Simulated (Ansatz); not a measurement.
Isolated molecules relaxed with PBE0-D4/def2-TZVP in Ansatz; ΔE leaves out vibrations. CCSD(T)/CBS adds triple-zeta CCSD(T) − MP2 to the extrapolated MP2 energy (def2 sets, frozen cores). This one scheme is used for every species. Functionals use def2-TZVPP. Each species was taken in one conformer, which may not be the lowest.

Consider the substitution at a C–O bond: `CCCCOC` + HCl → `CCCCCl` + CH₃OH.

`CCCCOC`:

Z-matrix (Å, degrees):
```
C
C 1 1.519
H 1 1.093 2 111.1
H 1 1.092 2 111.6 3 -120.2
H 1 1.093 2 111.1 3 119.6
C 2 1.520 1 112.7 3 -59.8
H 2 1.096 1 109.5 3 178.2
H 2 1.096 1 109.5 3 62.2
C 6 1.509 2 112.6 1 179.9
H 6 1.095 2 110.0 1 58.5
H 6 1.095 2 110.0 1 -58.6
O 9 1.404 6 109.3 2 179.9
H 9 1.103 6 110.3 2 58.8
H 9 1.103 6 110.3 2 -59.0
C 12 1.398 9 112.5 6 179.9
H 15 1.090 12 107.7 9 180.0
H 15 1.100 12 111.6 9 60.5
H 15 1.100 12 111.6 9 -60.6
```

HCl:

```xyz
2

Cl   -0.371    0.507   -0.119
H     0.371   -0.507    0.119
```

`CCCCCl`:

Z-matrix (Å, degrees):
```
C
C 1 1.518
H 1 1.092 2 111.4
H 1 1.094 2 111.4 3 120.2
H 1 1.093 2 111.1 3 -120.0
C 2 1.519 1 112.5 3 -179.9
H 2 1.094 1 109.9 3 58.3
H 2 1.096 1 109.8 3 -58.2
C 6 1.510 2 114.4 1 179.3
H 6 1.098 2 109.5 1 59.3
H 6 1.095 2 110.1 1 -57.3
Cl 9 1.790 6 112.2 2 65.5
H 9 1.091 6 111.6 2 -53.6
H 9 1.089 6 111.6 2 -175.6
```

CH₃OH:

Z-matrix (Å, degrees):
```
C
O 1 1.409
H 1 1.097 2 112.4
H 1 1.090 2 107.0 3 -118.5
H 1 1.097 2 112.4 3 123.0
H 2 0.959 1 108.5 3 -61.6
```

| species | CAM-B3LYP energy (Eh) |
| --- | --- |
| `CCCCOC` | -272.93371 |
| HCl | -460.83220 |
| `CCCCCl` | -618.04335 |
| CH₃OH | -115.72462 |

Q: Work out ΔE.

A: ΔE = (-618.04335) + (-115.72462) − (-272.93371) − (-460.83220) = -0.00206 Eh = -5.4 kJ/mol. CCSD(T)/CBS gives -11.9 kJ/mol.

Largest T1 diagnostic among the species: 0.009.

At CCSD(T), def2-SVP lies +19.1 kJ/mol from the extrapolated value and def2-TZVPP +5.2 kJ/mol. From BLYP to BHLYP (50 % exact exchange), in def2-TZVPP and without D4, ΔE moves by +3.1 kJ/mol.
